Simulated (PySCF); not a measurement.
**AlO+: bond curves at several levels of theory**

What are the lowest state that PBE0 finds, the bond length, vibrational wavenumber and bond energy of AlO+, and how much do these hang on the method?

Computed with PySCF 2.14.0. Level: Al def2-SVPD, O def2-SVPD, no relativity.

## Step 1: Input

A driver script around PySCF takes these settings:

```json
{"atoms": "Al, O", "charge": "1", "basis": "Al def2-SVPD, O def2-SVPD", "Hamiltonian": "no relativity", "basis functions": "47", "electrons treated": "20", "masses in u": "26.9815, 15.9949", "levels": "PBE0, PBE, r²SCAN, LDA, MN15, M06-2X, HF, MP2, SCS-MP2, CCSD, CCSD(T)", "grid": "80 radial by 434 angular points", "occupations": "held fixed by the projection of orbital angular momentum", "dissociation limit": "Al+ + O, each in its ground configuration", "starting distance in angstrom": "1.895", "values of 2S to try": "0, 2"}
```

Launch:

```
> OMP_NUM_THREADS=1 python dia.py task.json out
```

After this run come: The PBE0 curve of the state that the search chose; Other states along the same grid; PBE (GGA); r²SCAN (meta-GGA); LDA; MN15 (hybrid meta-GGA); M06-2X; UHF (mean field); Adding correlation.

**Question.** What will these runs give? Wanted: for each run, Re; ωe; De; μ.

The runs gave:

Lowest PBE0 solution found, without spin–orbit coupling: ³Π (triplet), unpaired electrons σ ↑, π ↑. State 2 has its PBE0 minimum 0.13 eV higher, as a spin-mixed determinant (⟨S²⟩ = 1.01), so this is no gap between pure states. State 3 has its PBE0 minimum 0.72 eV higher. The other levels ran on the lowest alone.

```csv
level,Re (Å),ωe (cm⁻¹),De (eV),μ (D)
UHF-MP2,1.755,818,1.16,n/a
UHF-SCS-MP2,1.756,811,0.97,n/a
UHF-CCSD,1.765,740,0.78,n/a
UHF-CCSD(T),1.773,735,0.89,n/a
LDA,1.766,735,2.06,-4.46
PBE,1.788,700,1.61,-4.45
r²SCAN,1.762,751,1.71,-4.71
PBE0,1.762,739,1.32,-4.72
MN15,1.756,748,1.32,-4.87
M06-2X,1.754,765,1.21,-4.85
```

De is counted to Al+ + O in their ground configurations. A positive dipole points from Al to O; in an ion it is taken about the centre of mass and does not tell which atom is negative. No constants: UHF (fits of two degrees disagree).

Bond lengths run from 1.754 Å (M06-2X) to 1.788 Å (PBE). Of the levels with a De here, UHF-CCSD gives the least (0.78 eV) and LDA the most (2.06 eV).

Correlated steps freeze 6 core orbitals. T1 is 0.028 near the minimum (highest on the curve 0.052), which may point to more than one leading configuration. At some levels the lowest empty orbital lies below the highest filled one (the two can be of opposite spin).
